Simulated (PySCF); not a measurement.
Mayer bond orders and bond lengths

Compound: cyclopentene, C5H8.
Numbering: `[CH:1]1=[CH:2][CH2:3][CH2:4][CH2:5]1` (hydrogens: H6 on C1; H7 on C2; H8, H9 on C3; H10, H11 on C4; H12, H13 on C5)

Cartesian coordinates in Å at the GFN2-xTB level; atoms count from 1:
```
atom  x, y, z in Å
C1     0.353    1.305   -0.047
C2     1.297    0.382   -0.032
C3     0.731   -1.006   -0.051
C4    -0.772   -0.786    0.198
C5    -1.022    0.707   -0.080
H6     0.502    2.371   -0.061
H7     2.360    0.555   -0.031
H8     0.914   -1.470   -1.025
H9     1.185   -1.645    0.707
H10   -1.389   -1.427   -0.429
H11   -1.006   -1.008    1.239
H12   -1.686    1.160    0.657
H13   -1.471    0.863   -1.065
```

Bond orders from the PBE0/pcSseg-1 density (PySCF). Isolated species at its GFN2-xTB geometry (one conformer only).

Problem. Where do the orders between heavy atoms depart from those drawn in the SMILES?

Solution. The largest departure is 0.112, at C1–C2 (drawn double, 1.888).

Problem. Give the Mayer order of every bond between heavy atoms, beside its length.

Solution. 
```
 bond  drawn as  length (Å)  Mayer order
C1–C2    double       1.321        1.888
C2–C3    single       1.499        1.033
C3–C4    single       1.539        1.028
C4–C5    single       1.539        1.028
C5–C1    single       1.499        1.033
```

By pair of heavy elements: C–C: lowest C3–C4 and C4–C5 (1.028, 1.539 Å), highest C1–C2 (1.888, 1.321 Å). Bonds named together lie within 0.004.

Problem. And the bonds to hydrogen?

Solution. C–H: 0.94 to 0.98 (8 bonds).

Problem. Sum the orders of all bonds at each heavy atom with more than one neighbour and set the sums beside the valence in the SMILES.

Solution. C1 3.904 (drawn 4), C2 3.904 (drawn 4), C3 3.952 (drawn 4), C4 3.976 (drawn 4), C5 3.952 (drawn 4). Orders between atoms that aren't bonded are not in these sums.

Mayer orders depend on the basis set.
